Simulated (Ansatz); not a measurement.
Ansatz input

```yaml
crystal:
  lattice:
    - [3.6597806308, 0.0, 0.0]
    - [-1.8298903154, 3.1694629985, 0.0]
    - [0.0, 0.0, 5.9175791654]
  atoms:
    - { symbol: Ho, position: [0.3333333333, 0.6666666667, 0.25], spin: 3.54 }
    - { symbol: Ho, position: [0.6666666667, 0.3333333333, 0.75], spin: -3.54 }
hamiltonian:
  xc: pbe
  pseudopotentials:
    kind: paw
    azcp:
      Ho: "pseudopotentials/Ho.paw.azcp"
basis:
  ecutwfc: 420
  fft_grid_basis: typed
kpoints:
  mp_grid: { grid: [13, 13, 7], shift: [0, 0, 0] }
magnetization:
  spin_polarized: true
scf:
  occupations: { method: fermi_dirac, width: 0.05 }
output:
  stress: true
```

Output

```
Engine: ansatz 0.2.0, x86_64-unknown-linux-gnu
Pseudopotentials: kind: paw
Pseudopotential: Ho, paw, valence charge 21, recommended cutoff 420 eV (normal) 
Functional definition: PBE
  parameter kappa = 0.804
  parameter beta = 0.06672455060314922
  exchange = pbe_x(kappa = kappa, mu = beta*pi^2/3)
  correlation = pbe_c(beta = beta)
Crystal: 2 atoms, lattice volume = 68.641 Å³
Basis set: ecut = 420 eV, 1327 PW (Γ)
Bands: 30, of which v1, the nominal top of the filled ones, is band 21 counted from 1 (20 counted from 0)
Symmetry: 12 space group operations
Space group: P-6m2 (ITA 187), of the structure as read, at distance tolerance 4.1e-5 Å
Magnetic group: BNS 194.267 (UNI 1497), of the structure as read, at distance tolerance 4.1e-5 Å
k-points: 84 of 1183 (time reversal used)
Non-local potential: Ho, projectors of the file, l = 0: 3, l = 1: 2, l = 2: 2, l = 3: 3
PAW form: soft (Blöchl's): semilocal exchange-correlation on the pseudo side does not see the compensation charge
PAW one-centre angular grid: Ho, 590 points (default); XC on 64 Gauss nodes
Initial density: superposition of atomic densities (chi_scale 0.1, normalization cell)
Starting moments: Σ|m| = 7.08 μB on 2 of 2 sites
Starting magnetic order: antiferromagnet; an inversion exchanges its spin sublattices: spin-degenerate at every k-point
Initial wavefunctions: pseudopotential atomic-orbital guess
Functional: x = pbe(κ = 0.804, μ = 0.2195149727645171), c = pbe(β = 0.06672455060314922)
SCF iter   1: F=—  HF=-22637.722486 eV  |F-HF|=—  |Δ(HF+E_count)|=         —  Δρ=1.28e-2 (↑1.28e-2 ↓1.28e-2)  dr2=2.77e-1  dr2_m=3.99e-2  M=0.000 μB ∫|m|=7.173 μB  β_m=0.30  ethr=3.10e-3  ⟨swp⟩=5.3  Hψ=18979  notcnv=0  defer=2
Mixer restart at iter 1: flushing history
spin=Collinear: Kerker preconditioning applied to the charge; magnetization (m = ρ↑ − ρ↓) channel mixes plain (no charge-response kernel on spin).
SCF iter   2: F=—  HF=-22637.308006 eV  |F-HF|=—  |Δ(HF+E_count)|=   4.14e-1  Δρ=7.80e-3 (↑7.80e-3 ↓7.80e-3)  dr2=9.89e-2  dr2_m=2.07e-2  M=0.000 μB ∫|m|=7.169 μB  β_m=0.53  ethr=6.60e-4  ⟨swp⟩=2.9  Hψ=10470  notcnv=0  defer=12
SCF iter   3: F=—  HF=-22637.394455 eV  |F-HF|=—  |Δ(HF+E_count)|=   8.64e-2  Δρ=5.96e-3 (↑5.96e-3 ↓5.96e-3)  dr2=8.09e-2  dr2_m=4.82e-3  M=-0.000 μB ∫|m|=7.202 μB  β_m=0.49  ethr=2.35e-4  ⟨swp⟩=3.0  Hψ=9388  notcnv=0  defer=12
SCF iter   4: F=—  HF=-22637.212878 eV  |F-HF|=—  |Δ(HF+E_count)|=   1.82e-1  Δρ=1.19e-3 (↑1.19e-3 ↓1.19e-3)  dr2=4.28e-3  dr2_m=1.27e-5  M=0.000 μB ∫|m|=7.199 μB  β_m=0.74  ethr=1.93e-4  ⟨swp⟩=3.0  Hψ=10462  notcnv=0  defer=12
SCF iter   5: F=—  HF=-22637.222403 eV  |F-HF|=—  |Δ(HF+E_count)|=         —  Δρ=1.70e-2 (↑1.70e-2 ↓1.70e-2)  dr2=5.57e-2  dr2_m=9.10e-2  M=-0.000 μB ∫|m|=7.163 μB  β_m=0.74  ethr=1.02e-5  ⟨swp⟩=2.0  Hψ=10265  notcnv=0  defer=12
Mixer restart at iter 5: flushing history
SCF iter   6: F=—  HF=-22638.306684 eV  |F-HF|=—  |Δ(HF+E_count)|=         —  Δρ=5.83e-3 (↑5.83e-3 ↓5.17e-3)  dr2=7.24e-3  dr2_m=9.68e-3  M=0.014 μB ∫|m|=7.139 μB  β_m=0.74  ethr=1.02e-5  ⟨swp⟩=3.4  Hψ=14163  notcnv=0  defer=42
Mixer restart at iter 6: flushing history
SCF iter   7: F=—  HF=-22638.420462 eV  |F-HF|=—  |Δ(HF+E_count)|=         —  Δρ=2.86e-3 (↑1.88e-3 ↓2.86e-3)  dr2=5.09e-3  dr2_m=1.51e-3  M=0.006 μB ∫|m|=7.130 μB  β_m=0.74  ethr=1.02e-5  ⟨swp⟩=2.8  Hψ=11600  notcnv=0  defer=30
Mixer restart at iter 7: flushing history
SCF iter   8: F=—  HF=-22638.429457 eV  |F-HF|=—  |Δ(HF+E_count)|=   9.00e-3  Δρ=1.82e-3 (↑1.82e-3 ↓1.40e-3)  dr2=4.29e-3  dr2_m=1.95e-4  M=0.009 μB ∫|m|=7.137 μB  β_m=0.68  ethr=1.02e-5  ⟨swp⟩=3.2  Hψ=11772  notcnv=0  defer=30
SCF iter   9: F=—  HF=-22638.426807 eV  |F-HF|=—  |Δ(HF+E_count)|=   2.65e-3  Δρ=1.75e-3 (↑8.26e-4 ↓1.75e-3)  dr2=3.29e-3  dr2_m=2.40e-4  M=0.004 μB ∫|m|=7.128 μB  β_m=0.60  ethr=1.02e-5  ⟨swp⟩=3.1  Hψ=12378  notcnv=0  defer=30
SCF iter  10: F=—  HF=-22638.426117 eV  |F-HF|=—  |Δ(HF+E_count)|=   6.90e-4  Δρ=8.48e-4 (↑3.34e-4 ↓8.48e-4)  dr2=7.42e-4  dr2_m=7.27e-5  M=0.004 μB ∫|m|=7.129 μB  β_m=0.80  ethr=7.82e-6  ⟨swp⟩=2.3  Hψ=7554  notcnv=0  defer=30
SCF iter  11: F=—  HF=-22638.426238 eV  |F-HF|=—  |Δ(HF+E_count)|=   1.21e-4  Δρ=3.39e-4 (↑1.99e-4 ↓3.39e-4)  dr2=1.59e-4  dr2_m=7.43e-6  M=0.002 μB ∫|m|=7.129 μB  β_m=0.60  ethr=1.77e-6  ⟨swp⟩=2.0  Hψ=9304  notcnv=0  defer=30
SCF iter  12: F=—  HF=-22638.426185 eV  |F-HF|=—  |Δ(HF+E_count)|=   5.25e-5  Δρ=1.16e-4 (↑4.54e-5 ↓1.16e-4)  dr2=1.29e-5  dr2_m=1.60e-6  M=0.001 μB ∫|m|=7.128 μB  β_m=0.69  ethr=3.79e-7  ⟨swp⟩=2.0  Hψ=8687  notcnv=0  defer=30
SCF iter  13: F=—  HF=-22638.426191 eV  |F-HF|=—  |Δ(HF+E_count)|=   6.05e-6  Δρ=3.09e-5 (↑2.34e-5 ↓3.09e-5)  dr2=1.45e-6  dr2_m=1.74e-7  M=0.001 μB ∫|m|=7.127 μB  β_m=0.85  ethr=3.07e-8  ⟨swp⟩=2.1  Hψ=8585  notcnv=0  defer=30
SCF iter  14: F=—  HF=-22638.426192 eV  |F-HF|=—  |Δ(HF+E_count)|=   6.71e-7  Δρ=1.72e-5 (↑1.72e-5 ↓9.16e-6)  dr2=4.56e-7  dr2_m=2.65e-8  M=0.000 μB ∫|m|=7.127 μB  β_m=0.92  ethr=3.45e-9  ⟨swp⟩=2.1  Hψ=8700  notcnv=0  defer=30
SCF iter  15: F=—  HF=-22638.426192 eV  |F-HF|=—  |Δ(HF+E_count)|=   8.38e-8  Δρ=4.96e-6 (↑4.96e-6 ↓1.72e-6)  dr2=3.05e-8  dr2_m=4.18e-9  M=0.000 μB ∫|m|=7.127 μB  β_m=0.96  ethr=1.09e-9  ⟨swp⟩=2.0  Hψ=8473  notcnv=0  defer=30
SCF iter  16: F=-22638.426192 eV  HF=-22638.426192 eV  |F-HF|=7.09e-8  |Δ(HF+E_count)|=   8.82e-9  Δρ=9.68e-6 (↑9.68e-6 ↓4.38e-6)  dr2=6.28e-8  dr2_m=1.71e-8  M=0.000 μB ∫|m|=7.127 μB  ethr=7.25e-11  ⟨swp⟩=3.0  Hψ=20387  notcnv=0
SCF 1 converged in 16 iterations: F = -22638.426192 eV  dr2 = 6.28e-8
Symmetry: 3 space group operations
k-points: 200 of 1183 (time reversal used)
```

The calculation hadn't finished when its time ran out.

With an open f shell the SCF can settle in more than one state.
